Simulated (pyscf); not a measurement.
# Multi-bond step: `[Cl][GaH2]` + `[NH3]` → `[NH2][GaH][Cl]` + `[H][H]`

Gas phase, singlet surface, charge 0. Bonds broken: Ga2–H3, N5–H6, N5–H8. Bonds formed: Ga2–N5, H3–N5, H6–H8. Single points on ωB97X-D3(BJ)/def2-SVP structures (PySCF, gas phase).

Transition state (Å):

```xyz
8

Cl     0.5075     0.1683     1.4652
Ga    -1.0710     0.1146    -0.0186
H     -0.8864    -1.1519    -1.1092
H     -2.4598     0.7078     0.3217
N     -0.3789     0.3037    -1.8340
H      0.3700     1.6820    -2.2278
H      0.5474    -0.1336    -1.9283
H     -0.2320     1.2818    -2.7105
```

One imaginary mode, 1547i cm⁻¹; descent along it reached the two sides named, in the forms told below.

| bond | change | reactant side (Å) | saddle | product side |
|---|---|---|---|---|
| Ga2–H3 | breaks | 1.567 | 1.682 | 2.519 |
| N5–H6 | breaks | 1.024 | 1.617 | 3.5 |
| N5–H8 | breaks | 1.021 | 1.322 | 2.7 |
| Ga2–N5 | forms | 2.131 | 1.952 | 1.802 |
| H3–N5 | forms | 2.9 | 1.703 | 1.013 |
| H6–H8 | forms | 1.657 | 0.869 | 0.761 |

Electronic energies relative to the separated reactants (eV):

```
level                   barrier  reaction energy  reverse barrier
----------------------  -------  ---------------  ---------------
ωB97X-D3(BJ)/def2-TZVP     3.91            -0.34             4.25
PBE/def2-TZVP              3.35            -0.27             3.62
r²SCAN/def2-TZVP           3.46            -0.35             3.81
B3LYP-D3(BJ)/def2-TZVP     3.67            -0.30             3.97
PBE0-D3(BJ)/def2-TZVP      3.67            -0.27             3.94
M06-2X/def2-TZVP           3.79            -0.47             4.26
ωB97M-D3(BJ)/def2-TZVP     3.89            -0.26             4.15
HF/def2-TZVP               4.75            -0.15             4.90
```

With ωB97M-D3(BJ)/def2-TZVP energies and thermal terms (ideal gas, 1 atm, RRHO with modes under 100 cm⁻¹ raised to 100, one conformer, R ln 2 for chiral ones without a mode under 150 cm⁻¹), in eV:

```tsv
T (K)	ΔH‡	ΔG‡	ΔH	ΔG
298	3.68	4.12	-0.37	-0.31
600	3.71	4.55	-0.31	-0.27
900	3.76	4.96	-0.27	-0.27
1200	3.82	5.35	-0.23	-0.27
```

On the reactant side the descent ends in an adduct with a Ga–N contact, 1.22 eV under the separated species and 5.13 eV under the saddle at ωB97X-D3(BJ)/def2-TZVP. What is counted as formed (Ga–N) is already present as a longer contact in the reactant adduct; forming that adduct is a step of its own. This saddle turned up in a search for another step; its sides and bond changes are read from the two ends of the descent. The same reactants have a lower exit, to [Cl–GaH]• + H• + NH₃ (no saddle counted: cutting one bond costs +3.56 eV at ωB97M-D3(BJ)/def2-TZVP, against +3.89 eV here). Another saddle between the same species, by other bonds, lies lower (0.76 eV against 3.89 eV at ωB97M-D3(BJ)/def2-TZVP). Elements up to Kr have no core potential and no relativistic terms here.
